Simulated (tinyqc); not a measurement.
A ladder of methods, and size consistency: correlation methods against full CI in the sto-6g basis, for H2O, spin multiplicity 1. Computed by the program tinyqc with PySCF. All electrons correlated; +Q is the Davidson correction (1 - c0^2) E_corr. The last columns treat two copies 100 angstrom apart as one system. FCI is the lowest singlet.

Geometry (angstrom):
```
atom       x        y       z
O     0.0000   0.0000  0.0000
H     0.0000   0.6760  0.6300
H     0.0000  -0.6760  0.6300
```

RHF energy of one = -75.668854 hartree

Correlation energies (hartree):
```
method   E_corr of one  share of FCI (%)  E_corr of two at 100 angstrom  two minus twice one (mhartree)
MP2          -0.034865           72.9160                      -0.069729                          0.0000
CISD         -0.047197           98.7092                      -0.092285                          2.1098
CISD+Q       -0.048303          101.0205                      -0.096315                          0.2900
CCSD         -0.047719           99.7994                      -0.095438                          0.0000
CCSD(T)      -0.047774           99.9139                      -0.095547                          0.0000
FCI          -0.047815          100.0000                              -                               -
```

What does the comparison show, and why?

MP2 recovers 73 %, CISD 98.7 % and CCSD 99.8 % of the FCI value (c0^2 = 0.977 in CISD). MP2 and coupled cluster are size consistent, so their last column vanishes; CISD loses 2.11 mhartree, since a double excitation on each copy is a quadruple of the pair, and the Davidson correction leaves +0.29.
